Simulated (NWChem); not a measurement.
# Atomisation of tetrafluoroethylene (C₂F₄)

```xyz
6

F      1.1094     0.0000    -1.3959
C      0.0000     0.0000    -0.6723
F     -1.1094     0.0000    -1.3959
C      0.0000     0.0000     0.6723
F     -1.1094     0.0000     1.3959
F      1.1094     0.0000     1.3959
```
Charge 0, spin multiplicity 1.

Everything below was run with NWChem. All single points use one geometry, from PBE/def2-SVP, a minimum by its harmonic frequencies.

Basis set: def2-TZVP. The atomisation energy is electronic alone: no zero-point, thermal, spin-orbit or counterpoise terms. No value is extrapolated to the basis-set limit. Free atoms are single determinants with multiplicities F 2, C 3. Correlated methods freeze the same cores in atoms and molecule, 6 orbitals in all.

The cost column gives rough processor time relative to LDA (SVWN5); each entry includes its own SCF. Costs are the molecule's.

B3LYP has NWChem's definition, with VWN1-RPA local correlation. GW and range-separated runs recompute their integrals, the others keep them in memory, which bears on the times. The stability of the SCF solutions was not checked. Open-shell Hartree-Fock references start from PBE0 orbitals; any time given for them includes that run.

```json
[
 {"method": "LDA (SVWN5)", "atomisation energy (kcal/mol)": "744.2", "relative cost": "1"},
 {"method": "PBE0", "atomisation energy (kcal/mol)": "595.6", "relative cost": "under 3"},
 {"method": "PBE", "atomisation energy (kcal/mol)": "631.5", "relative cost": "under 3"},
 {"method": "BP86", "atomisation energy (kcal/mol)": "…", "relative cost": "under 3"},
 {"method": "B3LYP", "atomisation energy (kcal/mol)": "…", "relative cost": "under 3"},
 {"method": "r2SCAN", "atomisation energy (kcal/mol)": "596.6", "relative cost": "under 3"},
 {"method": "HF", "atomisation energy (kcal/mol)": "372.0", "relative cost": "under 3"},
 {"method": "MP2", "atomisation energy (kcal/mol)": "…", "relative cost": "10"},
 {"method": "LC-wPBE (omega 0.3 per bohr)", "atomisation energy (kcal/mol)": "615.1", "relative cost": "20"}
]
```

Task: What belongs in the gaps?

Result: 
- BP86, atomisation energy (kcal/mol): 622.2
- B3LYP, atomisation energy (kcal/mol): 582.9
- MP2, atomisation energy (kcal/mol): 602.6
